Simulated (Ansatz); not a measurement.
System: benzene, C$_{6}$H$_{6}$, charge 0, multiplicity 1. SMILES: c1ccccc1
Geometry: optimised at B3LYP-D3(BJ)/def2-TZVP (Ansatz, a quantum-chemistry and plane-wave program).

Cost and error of B3LYP with Ansatz in habitual basis sets for the enthalpy of formation at 298 K (kcal/mol). Conventions: 6-31G* and kin with 6d, 5d where marked; UHF or UKS for open shells; LANL2DZ all-electron up to Ne; no dispersion term unless named; non-relativistic; 6-311+G** with 5d; no spin-orbit coupling. First-principles rows: single points at B3LYP-D3(BJ) geometries (Ansatz), with unscaled harmonic terms from B3LYP/6-31G* at its own minima, enthalpies of formation by atomisation with measured atoms. Costs are core time of energy and forces over that of the cheapest set, on one shared machine, to one figure and rough; under a factor of 2 they don't order.

Measured values: Active Thermochemical Tables 1.112 (ions: stationary electron), as tabulated in the package chemicals; they hold spin-orbit and core effects, anharmonicity. 

Value to compare with: 19.9 kcal/mol.

```tsv
level	relative cost	enthalpy of formation at 298 K (kcal/mol)	error
B3LYP/STO-3G	1×	-170.7	-190.6
B3LYP/3-21G	1×	48.6	28.7
B3LYP/6-31G	2×	49.2	29.3
B3LYP/LANL2DZ	2×	72.5	52.6
B3LYP/6-31G*	2×	27.6	7.7
B3LYP/def2-SVP	3×	13.2	-6.7
B3LYP/6-31G**	3×	21.5	1.6
B3LYP/cc-pVDZ	3×	44.0	24.1
B3LYP/6-31+G*	3×	40.2	20.3
B3LYP/6-311+G**	4×	36.6	16.7
```

The dearest set gives 16.7 kcal/mol. A small set can land close by cancelling terms.
